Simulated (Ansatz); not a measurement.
Al₂N⁺: single points at one geometry.

```yaml
crystal:
  periodic: [false, false, false]
  atoms:
    - {symbol: Al, position_ang: [1.157215, -1.263612, 0.045817]}
    - {symbol: Al, position_ang: [-1.156924, 1.263837, -0.046895]}
    - {symbol: N, position_ang: [-0.000292, -0.000226, 0.001079]}
basis:
  gaussian: {orbitals: def2-TZVPP, initial_orbitals: start.molden}
total_charge: 1
correlation: {method: ccsd_t}
scf: {omitted_lower_state_checks: [starts]}
output: {orbitals: {seedname: orbitals}}
```

The file start.molden holds the orbitals of an earlier run on this structure, at another level or in another basis.

```sh
$ ansatz run in.yaml --threads 4 --pin off --events-out ev --progress --plain --max-ram 3916MiB
```

Output, abridged:

```
Functional definition: HF
711 factors; integrals over basis functions are off by at most 9.8e-4 eV
mean field evaluation 1: about -14638.7455 eV, gradient 2.6e1 eV
mean field evaluation 2: about -14639.2076 eV, gradient 6.8e-1 eV
mean field evaluation 4: about -14639.2169 eV, gradient 1.4e-2 eV
mean field evaluation 8: about -14639.2169 eV, gradient 1.6e-6 eV
mean field evaluation 16: about -14636.1668 eV, gradient 2.3e-2 eV
mean field evaluation 32: about -14636.1668 eV, gradient 8.8e-4 eV
mean field -14639.21691132 eV, -537.9812986734 hartree, gradient 1.7e-6 eV, S^2 0.000000; 2 other end points of the search recorded, 0 dependent functions left out; unrestricted orbitals would lower it
determinant -14639.21691132 eV, -537.9812986734 hartree, with singles and doubles -14648.68730958 eV, -538.3293293903 hartree
determinant -14636.16683088 eV, -537.8692102845 hartree, with singles and doubles -14643.67819332 eV, -538.1452477630 hartree
mean field evaluation 64: about -14622.5566 eV, gradient 6.2e1 eV
mean field evaluation 96: about -14641.2201 eV, gradient 1.5e0 eV
unrestricted determinant -14641.29029178 eV, -538.0574939998 hartree, S^2 0.9871
11 core orbitals not correlated: weight in the atoms' cores, before any rotation towards them, 1.000 or more for the frozen orbitals, at most 0.000 for the correlated occupied ones
reference -14639.21691132 eV, -537.9812986734 hartree; 5, 5 occupied and 99, 99 virtual orbitals, 711 factors
second order -9.55771833 eV of doubles, -0.00000000 eV of singles
cycle   1  -8.79510826 eV  change   -2.6e-1 eV  update   1.2e-1
cycle   2  -9.15951222 eV  change   -3.6e-1 eV  update   6.3e-2
cycle   3  -9.35845813 eV  change   -2.0e-1 eV  update   4.3e-2
cycle   4  -9.47112981 eV  change   -1.1e-1 eV  update   1.9e-2
cycle   5  -9.47039700 eV  change    7.3e-4 eV  update   9.5e-3
cycle   6  -9.47294008 eV  change   -2.5e-3 eV  update   3.4e-3
cycle   7  -9.47822908 eV  change   -5.3e-3 eV  update   1.3e-3
cycle   8  -9.47577505 eV  change    2.5e-3 eV  update   4.6e-4
cycle   9  -9.47659692 eV  change   -8.2e-4 eV  update   2.3e-4
cycle  10  -9.47686250 eV  change   -2.7e-4 eV  update   7.9e-5
cycle  11  -9.47668464 eV  change    1.8e-4 eV  update   3.0e-5
cycle  12  -9.47669566 eV  change   -1.1e-5 eV  update   7.8e-6
cycle  13  -9.47669861 eV  change   -2.9e-6 eV  update   3.2e-6
cycle  14  -9.47669984 eV  change   -1.2e-6 eV  update   9.8e-7
perturbative correction -0.88622748 eV, -0.0325682593 hartree
WARN: these amplitudes may be one of several solutions (largest doubles amplitude 0.40, level shift 2.67 eV)
Total energy: -14649.57983865 eV, -538.3621292284 hartree
Checks for a lower state left out: starts
```

Hardware: 4 threads of Arm Neoverse V2 on a shared host. Wall time 4 s.

First input, but with `gaussian: {orbitals: def2-TZVP, initial_orbitals: start.molden}`, `hamiltonian: {xc: r2scan, dispersion: d4}` and without the key `correlation` (abridged; 1.1 s):

```
Functional definition: r2SCAN
mean field -14673.49810952 eV, -539.2411094706 hartree, gradient 1.8e-5 eV, S^2 0.000000
Total energy: -14673.51813782 eV, -539.2418454972 hartree
Checks for a lower state left out: starts
```

The first input with `gaussian: {orbitals: def2-TZVP}`, `hamiltonian: {xc: pbe0, dispersion: d4}` and without the key `correlation`, `scf` (abridged; 0.55 s):

```
Functional definition: PBE0
mean field evaluation 16: about -14667.6592 eV, gradient 4.9e-5 eV
mean field -14667.65921438 eV, -539.0265340319 hartree, gradient 4.9e-5 eV, S^2 0.000000
Total energy: -14667.74915562 eV, -539.0298393114 hartree
```

The first input with `gaussian: {orbitals: def2-TZVP, initial_orbitals: start.molden}`, `hamiltonian: {xc: pbe, dispersion: d4}` and without the key `correlation` (abridged; 0.5 s):

```
Functional definition: PBE
mean field -14667.12411617 eV, -539.0068695355 hartree, gradient 5.0e-6 eV, S^2 0.000000
Total energy: -14667.23043511 eV, -539.0107766845 hartree
Checks for a lower state left out: starts
```

Geometry: PBE0-D4/def2-TZVP, that of the neutral doublet.

Correlated methods freeze 11 core orbitals. At CCSD(T)/def2-TZVPP the program marks the result for the charge 1 singlet as doubtful (other roots). At CCSD(T)/def2-TZVPP T1 of the charge 1 singlet is large (up to 0.041), so the single-reference result is doubtful. At CCSD(T)/def2-TZVPP the restricted singlet (for correlated methods, its reference) is unstable: a solution with broken spin symmetry lies lower. The restricted singlet is unstable towards broken spin symmetry in Hartree–Fock (as tested in another run); at r2SCAN-D4/def2-TZVP, PBE0-D4/def2-TZVP, PBE-D4/def2-TZVP this wasn't settled. The order of the spin states hangs on the level: the triplet lies 0.20 eV below the singlet at PBE0-D4/def2-TZVP, but 0.29 eV above it at PBE-D4/def2-TZVP. The structure comes from a short search, and lower isomers may exist.
